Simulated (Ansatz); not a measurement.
Molecule: methylamine, CH$_{5}$N, charge 0, multiplicity 1. 
Coordinates optimised at B3LYP-D3(BJ)/def2-TZVP (Ansatz, a program for electronic structure):
```
C
H 1 1.0912
H 1 1.0912 2 107.19
H 1 1.0988 2 107.88 3 -115.94
N 1 1.4624 2 109.21 3 118.20
H 5 1.0129 1 110.75 2 -179.27
H 5 1.0129 6 106.88 1 120.72
```

Quantity: atomisation energy (electronic, to ground-state atoms), in kcal/mol. Valence correlation only, unless marked. Open shells are spin-unrestricted. No spin-orbit coupling. No relativistic terms. The coupled-cluster limit lacks core correlation, which all-electron functionals hold. CBS marks a two-point X^-3 extrapolation of the correlation energy; Hartree-Fock from the larger set. [CCSD(T)-MP2]/basis is that difference in the basis named.

| level | program | atomisation energy (kcal/mol) | minus last row |
|---|---|---|---|
| BLYP-D4/def2-TZVPD | Ansatz + dftd4 | 583.9 | 1.5 |
| PBE0/def2-TZVP | Ansatz | 579.1 | -3.3 |
| LC-wPBE-D3(BJ)/def2-TZVPD | Ansatz + dftd3 | 580.0 | -2.4 |
| CCSD/aug-cc-pVTZ | Ansatz | 563.1 | -19.3 |
| CCSD(T)/cc-pVDZ | Ansatz | 533.7 | -48.7 |
| CCSD(T)/cc-pVTZ | Ansatz | 566.0 | -16.4 |
| RI-MP2/CBS(aug-cc-pVTZ,aug-cc-pVQZ)+[CCSD(T)-MP2]/aug-cc-pVTZ | Ansatz | 582.4 | 0.0 |
